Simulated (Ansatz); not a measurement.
Input for Ansatz (an electronic-structure program): R-B3LYP/def2-TZVPPD on H2O (SMILES O) with ghost functions. Files ending in .json are basis or fitting sets from the Basis Set Exchange.

Ansatz 0.2 input:
```yaml
crystal:
  periodic: [false, false, false]
  atoms:
    - {symbol: O, position_ang: [-3.26333802, 0.08902659, 0.02993550]}
    - {symbol: H, position_ang: [-3.68001502, 0.88789959, 0.35570550]}
    - {symbol: H, position_ang: [-2.33431102, 0.19978359, 0.27088450]}
basis:
  gaussian:
    orbitals: def2-TZVPPD.json
    ghost_atoms:
      - {symbol: O, position_ang: [1.57908098, 0.17055959, 0.56839150]}
      - {symbol: H, position_ang: [1.94706398, -0.40151741, 1.24591950]}
      - {symbol: C, position_ang: [2.04408598, -0.30107041, -0.69376850]}
      - {symbol: H, position_ang: [1.61326898, 0.35002359, -1.44688250]}
      - {symbol: H, position_ang: [3.13004998, -0.25027741, -0.76807950]}
      - {symbol: H, position_ang: [1.71574298, -1.32093941, -0.89284850]}
hamiltonian:
  xc: {name: B3LYP}
scf: {lower_state_search: off}
```

Question: Give the final energy of this run.

Answer: -76.4694 hartree.
